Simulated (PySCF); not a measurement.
Two-photon absorption: 3-chloro-2-methylpropene, C4H7Cl

Molfile (atoms numbered from 1):
```
C4H7Cl
     RDKit          3D

 12 11  0  0  0  0  0  0  0  0999 V2000
   -0.1450    1.5144   -0.3672 C   0  0  0  0  0  0  0  0  0  0  0  0
   -0.0514    0.2311   -0.0346 C   0  0  0  0  0  0  0  0  0  0  0  0
   -1.2175   -0.7013   -0.0246 C   0  0  0  0  0  0  0  0  0  0  0  0
    1.2632   -0.3300    0.3916 C   0  0  0  0  0  0  0  0  0  0  0  0
    1.8339   -1.6238   -0.7177 Cl  0  0  0  0  0  0  0  0  0  0  0  0
   -1.0942    1.9570   -0.6470 H   0  0  0  0  0  0  0  0  0  0  0  0
    0.7233    2.1637   -0.3693 H   0  0  0  0  0  0  0  0  0  0  0  0
   -1.0264   -1.5631   -0.6686 H   0  0  0  0  0  0  0  0  0  0  0  0
   -2.1254   -0.2044   -0.3657 H   0  0  0  0  0  0  0  0  0  0  0  0
   -1.3931   -1.0912    0.9835 H   0  0  0  0  0  0  0  0  0  0  0  0
    2.0391    0.4322    0.4028 H   0  0  0  0  0  0  0  0  0  0  0  0
    1.1985   -0.7973    1.3752 H   0  0  0  0  0  0  0  0  0  0  0  0
  1  2  2  0
  2  3  1  0
  2  4  1  0
  4  5  1  0
  1  6  1  0
  1  7  1  0
  3  8  1  0
  3  9  1  0
  3 10  1  0
  4 11  1  0
  4 12  1  0
M  END
```

Level of theory: TDDFT CAM-B3LYP/def2-TZVPD excited states, vertical, gas phase in PySCF. Geometry: PBE0-D3(BJ)/def2-TZVP.

Give the one- and two-photon strengths of the lowest singlets.

δ for parallel linear polarisation; σ at the peak of a Lorentzian of half width 0.1 eV, single beam; Ω is circular over linear.
```
state  E (eV)      f  photon λ (nm)  δ (au)  σ (GM)     Ω                                  main
   S1    6.78  0.115            366      45    0.76  1.43      HOMO→LUMO+1 0.64, HOMO→LUMO 0.16
   S2    6.85  0.001            362    5.02    0.09  1.44  HOMO−1→LUMO 0.56, HOMO−1→LUMO+1 0.18
   S3    6.89  0.103            360    28.8    0.50  1.48      HOMO→LUMO 0.32, HOMO→LUMO+1 0.27
   S4    6.97  0.221            356      12    0.21  1.27      HOMO→LUMO 0.44, HOMO−2→LUMO 0.32
   S5    7.65  0.026            324    57.8    1.24  0.33    HOMO→LUMO+2 0.65, HOMO→LUMO+4 0.14
   S6    7.75  0.009            320    13.7    0.30  1.30  HOMO−1→LUMO+1 0.45, HOMO−1→LUMO 0.29
```

Among these, the strongest one-photon state is S4, the strongest two-photon state S5, with a dipole change of 1.5 D (relaxed, norm of the difference vector).
